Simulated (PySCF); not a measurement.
C3H9OP.
InChI=1S/C3H9OP/c1-5(2,3)4/h1-3H3

Theory: PBE0-D3(BJ)/def2-SVP geometry optimisation, gas phase (PySCF).

Masses are those of the commonest isotopes; rigid-rotor values at the optimised geometry. 

**Question.** Give the principal moments of inertia and the rotational constants in cm⁻¹.

**Answer.** Ia = 136.12, Ib = 136.24, Ic = 141.73 u·Å²; 505379 MHz·u·Å²/I gives 3713, 3709 and 3566 MHz, that is A = 0.12384, B = 0.12373, C = 0.11894 cm⁻¹.

**Question.** What kind of rotor is it?

**Answer.** An oblate symmetric top, as the point group C3v requires two equal moments; the computed ones differ by 0.09 % because the geometry is symmetric only within the optimiser's tolerance. Ray's parameter κ = (2B − A − C)/(A − C) = 0.956; −1 is the prolate and +1 the oblate limit.

**Question.** Is it planar, by Δ = Ic − Ia − Ib?

**Answer.** Not planar: Δ = Ic − Ia − Ib = -130.63 u·Å². For a rigid frame Δ = −2 Σ m c², so Σ m c² = 65.31 u·Å² lies off the ab plane: 9.42 from hydrogen and 55.89 from heavier atoms. The atom farthest from that plane is 1.75 Å away.

**Question.** Where do the R-branch lines fall?

**Answer.** The dipole of 4.14 D lies along the symmetry axis, so ΔK = 0 and J+1 ← J falls at 2B(J+1) for every K: 7.42 GHz, 14.84 GHz, 22.27 GHz, 29.69 GHz, 37.11 GHz for J = 0 to 4.

PBE0-D3(BJ)/def2-SVP frequencies: not computed here. Zero-point vibration and centrifugal distortion are left out.

Hardware: Arm Neoverse V2, one thread, shared host. Cost: 19 s, 0.49 GiB resident at most. That covers the optimisation of the geometry.
